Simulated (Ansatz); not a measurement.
C (within 0.1 Å of R-3m, No. 166, 2 atoms in the cell; start mp-169; another form than the element's usual one) was calculated with PBE0 (plane waves, PAW; Ansatz, a quantum-chemistry and plane-wave program).

Run with plane-wave cutoff 500 eV, 10×10×6 k mesh (along the axes of the cell as run), gaussian smearing 0.02 eV, scalar-relativistic PAW data made under PBE.

Cell (relaxed with r²SCAN):

```cif
data_C2
_chemical_formula_sum 'C2'
_space_group_name_H-M_alt 'P 1'
_space_group_IT_number 1
_cell_length_a 2.45592
_cell_length_b 2.45592
_cell_length_c 3.79368
_cell_angle_alpha 108.847
_cell_angle_beta 108.847
_cell_angle_gamma 60.000
loop_
_space_group_symop_operation_xyz
  'x, y, z'
loop_
_atom_site_label
_atom_site_type_symbol
_atom_site_fract_x
_atom_site_fract_y
_atom_site_fract_z
_atom_site_occupancy
C1 C 0.83335 0.83335 0.00005 1
C2 C 0.16665 0.16665 0.99995 1
```

Question: Give the computed band gap.

Answer: 
- band gap = 2.26 eV (on the SCF k mesh)

Note: the cell comes from a level without a dispersion term, which matters for the spacing of layers, chains or molecules; cell and atoms aren't relaxed at this level (pressure -1.9 GPa).

Computed values are for the static lattice.

It cost roughly 60 core-seconds of CPU time.

A start named mp-… is a Materials Project structure, which need not be a measured phase.
